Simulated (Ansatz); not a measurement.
The input, for Ansatz 0.2.0:

```yaml
crystal:
  periodic: [false, false, false]
  atoms:
    - {symbol: Ga, position_ang: [-0.000101, -0.376720, 2.227779]}
    - {symbol: Al, position_ang: [-0.001767, -0.246394, -0.406627]}
    - {symbol: P, position_ang: [0.000312, -0.398005, -2.579296]}
    - {symbol: H, position_ang: [0.001556, 1.021119, 0.758143]}
basis:
  gaussian: {orbitals: cc-pVDZ}
total_charge: 1
magnetization: {spin_polarized: false, initial_magnetization: 3}
correlation: {method: ccsd_t, electrons: outside_noble_gas}
```

```sh
$ ansatz run in.yaml --threads 1 --pin off --events-out ev --progress --plain --max-ram 2393MiB
```

The program prints:

```
740 factors; integrals over basis functions are off by at most 1.1e-3 eV
mean field evaluation 1: about -68194.2851 eV, gradient 1.1e1 eV
mean field evaluation 2: about -68194.2900 eV, gradient 1.1e1 eV
mean field evaluation 4: about -68196.1503 eV, gradient 2.1e0 eV
mean field evaluation 8: about -68196.2308 eV, gradient 1.7e-1 eV
mean field evaluation 16: about -68195.7435 eV, gradient 6.4e0 eV
mean field evaluation 32: about -68195.1687 eV, gradient 3.7e0 eV
mean field evaluation 64: about -68194.2503 eV, gradient 1.9e-1 eV
mean field evaluation 96: about -68193.0639 eV, gradient 9.1e0 eV
mean field evaluation 128: about -68193.3821 eV, gradient 2.6e0 eV
mean field evaluation 160: about -68194.0444 eV, gradient 5.9e-1 eV
mean field evaluation 192: about -68194.5659 eV, gradient 1.9e-3 eV
mean field evaluation 224: about -68192.3334 eV, gradient 5.3e-2 eV
mean field evaluation 256: about -68193.1550 eV, gradient 1.4e-3 eV
mean field -68196.23248257 eV, -2506.1653186678 hartree, gradient 2.3e-6 eV, S^2 3.750000; 9 other end points of the search recorded, 0 dependent functions left out
mean field evaluation 288: about -68196.4125 eV, gradient 5.8e-1 eV
determinant -68196.23248257 eV, -2506.1653186678 hartree, with singles and doubles -68201.86477715 eV, -2506.3723016759 hartree
determinant -68194.56585520 eV, -2506.1040712415 hartree, with singles and doubles -68200.42302578 eV, -2506.3193182904 hartree
determinant -68194.25125680 eV, -2506.0925099635 hartree, with singles and doubles -68200.01205741 eV, -2506.3042154814 hartree
determinant -68194.02510073 eV, -2506.0841988815 hartree, with singles and doubles -68199.75065458 eV, -2506.2946091045 hartree
determinant -68193.15501160 eV, -2506.0522236958 hartree, with singles and doubles -68199.23325173 eV, -2506.2755949007 hartree
24 core orbitals not correlated: weight in the atoms' cores, before any rotation towards them, 0.999 or more for the frozen orbitals, at most 0.001 for the correlated occupied ones
reference -68196.23248257 eV, -2506.1653186678 hartree; 7, 4 occupied and 37, 40 virtual orbitals, 740 factors
second order -4.35255052 eV of doubles, -0.10832884 eV of singles
cycle   1  -5.63236228 eV  change   -6.8e-5 eV  update   2.2e-3
cycle   2  -5.63263372 eV  change   -2.7e-4 eV  update   1.8e-3
cycle   3  -5.63271093 eV  change   -7.7e-5 eV  update   1.1e-3
cycle   4  -5.63285798 eV  change   -1.5e-4 eV  update   4.6e-4
cycle   5  -5.63324044 eV  change   -3.8e-4 eV  update   1.9e-4
cycle   6  -5.63348678 eV  change   -2.5e-4 eV  update   1.1e-4
cycle   7  -5.63346275 eV  change    2.4e-5 eV  update   6.4e-5
cycle   8  -5.63336840 eV  change    9.4e-5 eV  update   3.3e-5
cycle   9  -5.63336034 eV  change    8.1e-6 eV  update   1.0e-5
perturbative correction -0.18461579 eV, -0.0067845051 hartree
Total energy: -68202.05045870 eV, -2506.3791253469 hartree
```

Ran on 1 thread of Arm Neoverse N1, shared host: 23 s wall, 0.17 GiB peak host memory.
